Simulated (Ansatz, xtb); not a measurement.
**Relative energy of two isomers of AlH6NSi**

Structure X is `[NH2+]1[AlH2-][SiH2]1`, a singlet and structure Y is `[NH2][AlH][SiH3]`, a singlet. Both are isolated molecules in the gas phase, relaxed with PBE-D3(BJ)/def2-SVP; the shapes shown needn't be the lowest conformers.

X (Å):

```yaml
atoms:
  - { symbol: Al, position_ang: [-0.7665, 0.5963, -1.1233] }
  - { symbol: N, position_ang: [-1.5714, -0.8128, 0.1002] }
  - { symbol: Si, position_ang: [-0.1974, 0.0524, 1.1570] }
  - { symbol: H, position_ang: [-2.5343, -0.7029, 0.4442] }
  - { symbol: H, position_ang: [-1.4202, -1.8105, -0.0982] }
  - { symbol: H, position_ang: [-1.8130, 1.7865, -1.3390] }
  - { symbol: H, position_ang: [0.0977, -0.1113, -2.2681] }
  - { symbol: H, position_ang: [-0.9420, 0.5060, 2.3917] }
  - { symbol: H, position_ang: [0.6735, -1.0988, 1.6053] }
```

Y (Å):

```xyz
9

Al   -1.6396   -0.8541    0.2110
N    -0.8477   -1.2569    1.7623
Si   -0.6327    0.9198   -1.1564
H    -1.1694   -1.9736    2.4185
H    -0.0051   -0.8070    2.1292
H    -2.9521   -1.6906   -0.1622
H    -1.5933    2.0615   -1.3913
H    -0.2237    0.4143   -2.5197
H     0.6019    1.5050   -0.5122
```

Quicker runs give these differences E(Y) − E(X): GFN2-xTB +2.8 kcal/mol; HF/STO-3G −4.7 kcal/mol (at GFN2-xTB geometries); r2SCAN-D4/def2-SVP +1.4 kcal/mol (at GFN2-xTB geometries).

Task: Which of the two would you expect CCSD(T)/def2-TZVP electronic energies to favour?

Result: Structure Y; the calculation gives E(Y) − E(X) = −11.1 kcal/mol.

The same difference at several levels:

```json
{"level": "GFN2-xTB", "geometry": "GFN2-xTB", "E(Y) − E(X) (kcal/mol)": "+2.8", "departure from the last row (kcal/mol)": "+13.9", "job, with rough time for the two": "optimisation, 0.53 s"}
{"level": "HF/STO-3G", "geometry": "GFN2-xTB", "E(Y) − E(X) (kcal/mol)": "−4.7", "departure from the last row (kcal/mol)": "+6.3", "job, with rough time for the two": "single point, 0.76 s"}
{"level": "r2SCAN-D4/def2-SVP", "geometry": "GFN2-xTB", "E(Y) − E(X) (kcal/mol)": "+1.4", "departure from the last row (kcal/mol)": "+12.5", "job, with rough time for the two": "single point, 7.2 s"}
{"level": "PBE-D3(BJ)/def2-SVP", "geometry": "PBE-D3(BJ)/def2-SVP", "E(Y) − E(X) (kcal/mol)": "−8.0", "departure from the last row (kcal/mol)": "+3.1", "job, with rough time for the two": "optimisation, 74 s"}
{"level": "HF/def2-TZVP", "geometry": "PBE-D3(BJ)/def2-SVP", "E(Y) − E(X) (kcal/mol)": "−14.5", "departure from the last row (kcal/mol)": "−3.4", "job, with rough time for the two": "part of the CCSD(T) run"}
{"level": "MP2/def2-TZVP", "geometry": "PBE-D3(BJ)/def2-SVP", "E(Y) − E(X) (kcal/mol)": "−11.1", "departure from the last row (kcal/mol)": "0.0", "job, with rough time for the two": "part of the CCSD(T) run"}
{"level": "CCSD(T)/def2-TZVP", "geometry": "PBE-D3(BJ)/def2-SVP", "E(Y) − E(X) (kcal/mol)": "−11.1", "departure from the last row (kcal/mol)": "", "job, with rough time for the two": "single point, 46 s"}
```

As drawn, Y has 1 Si–H in place of 1 N–Si, 1 Al–H. Structure X has a 3-membered ring, Y no ring.

GFN2-xTB, r2SCAN-D4/def2-SVP put the two in the other order. The largest departure from CCSD(T)/def2-TZVP is that of GFN2-xTB, 13.9 kcal/mol.

With harmonic frequencies from PBE-D3(BJ)/def2-SVP (ideal gas, rigid rotor, one conformer each, 298.15 K, 1 atm): the zero-point term adds −0.3 kcal/mol; ΔH is −10.8 and ΔG −12.7 kcal/mol.

The correlated steps freeze 11 core orbitals. Programs: Ansatz 0.2.0, xtb 6.7.1; the last row on 1 thread of AMD EPYC (Zen 3) on a shared host.
